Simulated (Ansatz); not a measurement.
Basis-set extrapolation for C$_{2}$H$_{7}$Al, SMILES `[CH3][AlH][CH3]` (PBE0-D4/def2-TZVP geometry, frozen core, Ansatz 0.2.0). Multiplicity 1, RHF reference.

```csv
,def2-TZVPP,def2-QZVPP
HF,-321.767586,-321.778832
MP2 correlation,-0.446588,-0.475132
CCSD(T) correlation,-0.505694,not run
```

Energies in hartree. Use E(X) = E(∞) + A·exp(−7.88·√X) for Hartree–Fock and E(X) = E(∞) + B·X^(−2.97) for correlation, with X = 3 and 4, and add CCSD(T) minus MP2 of the smaller set to the MP2 limit.

**Question.** What is the CCSD(T) energy at the basis-set limit?

**Answer.** HF limit: -321.778832 + (-0.011246) × 0.13774 = -321.78038. MP2 limit: -0.475132 + (-0.028544) × 0.74074 = -0.49628. Higher-order term: -0.505694 − (-0.446588) = -0.05911. Total: -322.33577 hartree, 39.2 kcal/mol below CCSD(T)/def2-TZVPP.
